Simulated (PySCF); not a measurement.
Gas-phase reaction: 2 C3H3 (propargyl) → C6H6

Energies from PySCF, thermal terms from the rigid-rotor harmonic-oscillator model, ideal gas at 1 bar. The comparison is the NASA 1993 polynomial table, which mixes measured and estimated data. † marks an energy on the PBE0/def2-TZVP geometry and frequencies; other levels use their own. MP2 and CCSD(T) freeze the core. 6-31G* has spherical d functions here. Open shells (unrestricted): C3H3 (propargyl) (multiplicity 2); the rest are closed-shell singlets. B3LYP is the form with VWN-RPA correlation. MP2 isn't extrapolated to the basis-set limit; its ΔH°(298 K) is -727.5 kJ in def2-SVP and -724.6 kJ in def2-TZVPP. CCSD(T) isn't extrapolated to the basis-set limit. The harmonic model lacks anharmonicity and excited electronic states, which grow with temperature; levels with a mode under 35 cm⁻¹ are left out. The table's entry may be an old estimate for C3H3 (propargyl) (not checked at source). Warning, large T1 diagnostic: C3H3 (propargyl) (CCSD(T)/def2-SVP†). Warning, spin contamination: C3H3 (propargyl) (CCSD(T)/def2-SVP†, HF/def2-TZVP†, MP2/def2-SVP†, MP2/def2-TZVPP†).

```
level               ΔH°(298 K), kJ  minus table  ΔG°(1600 K), kJ
------------------  --------------  -----------  ---------------
table                       -609.1            -           -208.9
B3LYP/6-31G*                -610.9         -1.8           -196.6
BLYP/def2-TZVP†             -543.1         66.0           -134.9
CCSD(T)/def2-SVP†           -629.8        -20.7           -221.6
HF/def2-TZVP†               -469.7        139.4            -61.5
M06-2X/def2-TZVP†           -622.8        -13.7           -214.6
MP2/def2-SVP†               -727.5       -118.4           -319.2
MP2/def2-TZVPP†             -724.6       -115.5           -316.3
PBE/def2-SVP                -639.0        -29.9           -229.4
PBE0/def2-TZVP              -625.1        -16.0           -216.9
r2SCAN/def2-TZVP†           -594.2         14.9           -185.9
ωB97X-V/def2-TZVP†          -633.3        -24.2           -225.1
```
